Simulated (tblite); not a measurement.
C₃H₅S (doublet state).
Numbering: `[CH2:1][C:2]([CH3:3])=[S:4]` (hydrogens: H5, H6 on C1; H7, H8, H9 on C3)

Computed geometry: GFN2-xTB, gas phase. This method treats the open shell by occupation alone, without spin polarisation.

Question: List the bond lengths and angles at this level.

Answer: 
```json
{"bond": "C1–C2", "length (Å)": "1.341"}
{"bond": "C2–C3", "length (Å)": "1.495"}
{"bond": "C2=S4", "length (Å)": "1.728"}
{"bond": "C1–H5", "length (Å)": "1.077"}
{"bond": "C1–H6", "length (Å)": "1.076"}
{"bond": "C3–H7, C3–H8, C3–H9", "length (Å)": "1.089"}
```

Bonds in one row agree within 0.01 Å and their mean is given. A selection of angles:
```json
{"angle": "C2–C1–H5", "degrees": "121.3"}
{"angle": "C2–C1–H6", "degrees": "121.4"}
{"angle": "H5–C1–H6", "degrees": "117.3"}
{"angle": "C1–C2–C3", "degrees": "123.6"}
{"angle": "C1–C2–S4", "degrees": "120.2"}
{"angle": "C3–C2–S4", "degrees": "116.3"}
{"angle": "C2–C3–H7", "degrees": "110.0"}
{"angle": "C2–C3–H9", "degrees": "110.8"}
{"angle": "H7–C3–H8", "degrees": "107.6"}
{"angle": "H7–C3–H9", "degrees": "109.2"}
```

The 4 heavy atoms lie in one plane (0.000 Å rms). The C–C distances run from 1.341 Å (C1–C2, drawn single in one of several resonance forms) to 1.495 Å (C2–C3, drawn single), a spread of 0.154 Å. Of the pairs four or more bonds apart, H5···H9 is among the closest relative to their van der Waals radii: 2.42 Å, 101 % of the sum of Bondi's values. C1 (carbon bonded to C and 2 H) is planar (angles 121.4°, 121.3° and 117.3°, sum 360.0°, 0.00 Å off the plane of its three neighbours). C2 (carbon bonded to 2 C and S) is planar (angles 123.6°, 120.2° and 116.3°, sum 360.0°, 0.00 Å off the plane of its three neighbours).

Point group: Cs (every atom within 0.08 Å of its image). Its GFN2-xTB frequencies are all real (lowest 104 cm⁻¹). Torsions: H–C1–C2–C3 0° and 180°.
